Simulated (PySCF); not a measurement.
**What PySCF settings do for OH**

Base input, run as `OMP_NUM_THREADS=1 python input.py` with PySCF 2.14:

```python
from pyscf import gto, dft

mol = gto.M(
    atom='H 0 0 0; O 0 0 0.966',
    basis='6-31g',
    charge=0,
    spin=1,
    verbose=4,
)
mf = dft.ROKS(mol, xc='m06')
mf = mf.density_fit(auxbasis='def2-universal-jkfit')
mf.kernel()
mf.analyze()
print('orbital energies (hartree):', mf.mo_energy[..., max(0, mol.nelec[1]-3):mol.nelec[0]+3].round(4))
```

Base result: E(SCF) = -75.670432 Eh, μz(SCF) = -2.07 D. The bond length is a typed value, not an optimised one. No search for the lowest solution was made.

Run time: 1.9 s on 1 thread of Arm Neoverse V1 (shared host), peak memory 0.12 GiB.

Each row names what differs from the base; energies in brackets are changes from the base.

| change | result | wall time (s) |
| --- | --- | --- |
| damping: none → 0.2 | stops with NotImplementedError (ROHF Fock-damping) during the SCF | 0.78 |
| electric field along z (a.u.): none → 0.2 [unsound on purpose] | E(SCF) = -75.678367 Eh (-0.2159 eV), μz(SCF) = 3.05 D | 1.8 |
| integration grid: default → 2 | E(SCF) = -75.670445 Eh (-0.0004 eV), μz(SCF) = -2.07 D | 1.7 |
| functional: m06 → mn15l | E(SCF) = -75.625551 Eh, 7 cycles, μz(SCF) = -2.02 D | 1.3 |
| charge: 0 → 1; spin (2S): 1 → 0 [another spin of the ion may lie lower] | E(SCF) = -75.083566 Eh (+15.9694 eV), 15 cycles | 1.7 |
| step after the SCF: analyze → gradient | E(SCF) = -75.670432 Eh (+0.0000 eV), μz(SCF) = -2.07 D, gradient on the second atom -0.0227 Eh/bohr | 1.9 |
| basis set: 6-31g → def2-tzvp | E(SCF) = -75.725484 Eh (-1.4980 eV), 12 cycles, μz(SCF) = -1.78 D | 2.6 |
| second-order solver: off → on | E(SCF) = -75.670443 Eh (-0.0003 eV), 10 cycles, μz(SCF) = -2.07 D | 3.8 |
| smearing width (hartree): none → 0.2 [unsound on purpose] [smearing does not keep the typed spin] | E(SCF) = -75.280316 Eh (+10.6156 eV), 9 cycles, μz(SCF) = -0.09 D | 1.1 |
| geometry: bond 0.966 → bond 0.937 | E(SCF) = -75.668316 Eh (+0.0576 eV), 14 cycles, μz(SCF) = -2.07 D | 1.7 |
| geometry: bond 0.966 → bond 1.034 | E(SCF) = -75.669469 Eh (+0.0262 eV), 10 cycles, μz(SCF) = -2.08 D | 1.5 |
| point-group symmetry: off → on | not converged: SCF after 50 cycles | 3.6 |
| functional: m06 → wb97 | E(SCF) = -75.690883 Eh, 7 cycles, μz(SCF) = -2.05 D | 1.2 |
| DIIS space: default → 2 | not converged: SCF after 50 cycles | 3.6 |
| functional: m06 → revtpss | not converged: SCF after 50 cycles | 4.2 |
| basis set: 6-31g → pcseg-2 | E(SCF) = -75.727621 Eh (-1.5562 eV), 14 cycles, μz(SCF) = -1.74 D | 3.7 |
| step after the SCF: analyze → ccsd; SCF type: ROKS → ROHF; functional: m06 → none (Hartree–Fock); frozen orbitals: default → 1 | E(SCF) = -75.361848 Eh, 8 cycles, E(CCSD) − E(SCF) = -0.09907 Eh, μz(SCF) = -2.15 D | 1.2 |
| geometry: bond 0.966 → bond 0.85 | E(SCF) = -75.648239 Eh (+0.6039 eV), μz(SCF) = -2.05 D | 2 |
| smearing width (hartree): none → 0.01 [unsound on purpose] [smearing does not keep the typed spin] | E(SCF) = -75.591441 Eh (+2.1494 eV), 6 cycles, μz(SCF) = -2.07 D | 0.94 |
| charge: 0 → 2 [another spin of the ion may lie lower] | E(SCF) = -74.015832 Eh (+45.0240 eV), 13 cycles | 1.6 |
| PCM solvent, dielectric constant: none → 20.5 | E(SCF) = -75.678985 Eh (-0.2328 eV), 15 cycles, μz(SCF) = -2.32 D | 2 |
| convergence threshold: default → 0.001 [unsound on purpose] | E(SCF) = -75.670434 Eh (-0.0001 eV), 4 cycles, μz(SCF) = -2.07 D | 1.2 |
| electric field along z (a.u.): none → 0.05 | E(SCF) = -75.637237 Eh (+0.9033 eV), μz(SCF) = -1.26 D | 1.8 |
| functional: m06 → blyp | not converged: SCF after 50 cycles | 2.6 |

Order these changes by how far they move the SCF energy from the base, largest first: (1) PCM solvent, dielectric constant: none → 20.5; (2) electric field along z (a.u.): none → 0.05; (3) geometry: bond 0.966 → bond 0.85; (4) geometry: bond 0.966 → bond 0.937.

(2) +0.9033 eV, (3) +0.6039 eV, (1) -0.2328 eV, (4) +0.0576 eV.
